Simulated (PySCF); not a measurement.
SiH2, SMILES [SiH2] (connectivity only; charge and spin as stated), neutral, multiplicity 1. The structure is a stationary point at PBE-D3(BJ)/def2-TZVPD. The isomer is the one that the SMILES or the coordinates give; other isomers of the formula were not compared.

Calculation: PBE-D3(BJ)/def2-TZVPD (PySCF 2.14.0).

Harmonic wavenumbers (cm⁻¹): 973, 1970, 1977. Rotational constants (GHz): 229.0, 209.9, 109.5; symmetry number 2.

Q: Work out the zero-point energy and the ideal-gas rigid-rotor harmonic-oscillator thermochemistry at 298.15 K and 1 atm.

A: ZPE = ½ Σ hcν = ½ × 4921 cm⁻¹ = 7.03 kcal/mol. H − E(el) = 9.43 kcal/mol. Entropy in cal/(mol K): translation 36.14, rotation 13.40, vibration 0.11, total 49.64. G − E(el) = -5.37 kcal/mol. Cp = 8.38 cal/(mol K).
